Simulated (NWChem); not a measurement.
A series in which one site is exchanged, each optimised at B3LYP/6-31G* with NWChem, gas phase unless a solvent is named. Pople sets run with spherical d functions.

A: FF (F₂; site = F)
B: F (HF; site = H)
C: [F][K] (KF; site = K)
D: [Li][F] (LiF; site = Li)

Problem. Rank them by static polarisability, B3LYP/def2-SVPD (bohr³), lowest first.

Solution. B (5.6), A (8.4), D (9.5), C (17.0)
